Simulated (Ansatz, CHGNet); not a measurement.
Lattice parameter a (Å) of 24 elemental metals, computed with the machine-learned potential CHGNet 0.3.0 (trained on PBE and PBE+U data) and with PBE (plane waves, PAW; Ansatz, a quantum-chemistry and plane-wave program). The set holds measured phases with no doubt noted on the run or the magnetic state but for the caveats below. 19 more of the class have both values but aren't in it, for one of these reasons: built or high-temperature cells, doubts on the run or the magnetic state, unlike cells, values of zero, layered or molecular crystals, cells that aren't cubic. Solids without a value at one level (not run, failed, or a magnetic order lost), or held back for tests, aren't counted.

All rows, in order of the shift (worked out from unrounded values):

| solid | CHGNet 0.3.0 | PBE | shift (%) |
|---|---|---|---|
| bcc Nb | 3.330 | 3.310 | -0.61 |
| bcc Fe | 2.847 | 2.831 | -0.57 |
| fcc Rh | 3.847 | 3.830 | -0.45 |
| fcc Au | 4.172 | 4.158 | -0.33 |
| bcc Na | 4.210 | 4.197 | -0.31 |
| fcc Ag | 4.159 | 4.147 | -0.28 |
| fcc Pd | 3.953 | 3.943 | -0.26 |
| bcc Mo | 3.169 | 3.161 | -0.25 |
| bcc Ba | 5.032 | 5.021 | -0.20 |
| fcc Pt | 3.976 | 3.970 | -0.15 |
| bcc Ta | 3.324 | 3.319 | -0.15 |
| fcc Ir | 3.876 | 3.871 | -0.15 |
| fcc Pb | 5.047 | 5.040 | -0.14 |
| fcc Al | 4.044 | 4.040 | -0.10 |
| bcc W | 3.185 | 3.184 | -0.06 |
| fcc Sr | 6.032 | 6.030 | -0.03 |
| fcc Ca | 5.527 | 5.526 | -0.02 |
| bcc V | 2.996 | 2.997 | +0.02 |
| fcc Cu | 3.617 | 3.629 | +0.34 |
| fcc Ni | 3.503 | 3.519 | +0.44 |
| bcc Li | 3.409 | 3.435 | +0.76 |
| bcc K | 5.237 | 5.284 | +0.90 |
| bcc Cs | 6.016 | 6.162 | +2.42 |
| bcc Rb | 5.486 | 5.670 | +3.35 |

The shift from CHGNet 0.3.0 to PBE has a median of -0.14 %, and eight in ten lie between -0.41 % and +0.86 %; PBE is the larger in 7 of 24.

Ansatz's runs of these crystals have no spin polarisation, but for bcc Fe, fcc Ni.

Density-functional runs with spin start from parallel moments for bcc Fe, parallel moments for fcc Ni.

Spin–orbit coupling is left out, also for the solids with elements from indium on (bcc Ta, fcc Pt, bcc Ba, bcc W, fcc Ir, bcc Cs, fcc Pb, fcc Au); its size isn't shown.

Ansatz's density-functional and Hartree–Fock values are scalar-relativistic unless marked +SOC, with PAW data made under PBE.
